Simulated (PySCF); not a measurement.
Molecule: (Z)-acetaldoxime (SMILES C/C=N\O).

Geometry:
```tsv
atom	x (Å)	y (Å)	z (Å)
C1	-0.506	-0.888	0.417
C2	-0.576	0.522	-0.059
N3	0.376	1.240	-0.509
O4	1.582	0.587	-0.543
H5	0.514	-1.282	0.342
H6	-1.183	-1.525	-0.174
H7	-0.842	-0.954	1.465
H8	-1.540	1.044	-0.037
H9	2.175	1.256	-0.900
```

Spin–spin couplings on one PBE0-D3(BJ)/def2-SVP geometry, PySCF, gas phase, non-relativistic, equivalent pairs averaged; isotopes ¹³C, ¹H, ¹⁷O, ¹⁵N; basis pcJ-1.

Problem. How do the couplings (Hz) change with the functional? Times are CPU seconds on shared hosts with different chips, so compare them loosely.

Solution. 
```tsv
functional	functions	¹J(C2,H8)	¹J(C1,H5)	¹J(O4,H9)	¹J(C1,C2)	¹J(N3,O4)	¹J(C2,N3)	²J(N3,H8)	core-s
LDA	158	146.4	102.8	-62.5	27.2	-22.2	5.1	-18.5	6.7
PBE	158	171.5	123.6	-63.6	36.5	-22.5	2.2	-19.5	10
KT2	158	185.0	130.1	-63.1	26.7	-20.9	7.7	-22.1	11
B3LYP	158	185.2	135.7	-76.2	44.2	-22.1	-3.1	-18.9	19
PBE0	158	176.1	127.9	-72.9	42.3	-21.7	-3.2	-17.4	12
B97-2	158	169.1	122.1	-72.2	41.9	-21.5	-2.7	-17.1	12
BHandHLYP	158	198.4	146.5	-90.2	54.6	-21.5	-14.3	-15.5	13
CAM-B3LYP	158	182.8	133.2	-77.9	44.5	-21.2	-4.3	-18.4	16
``` Left out for a near triplet instability: HF/pcJ-1.
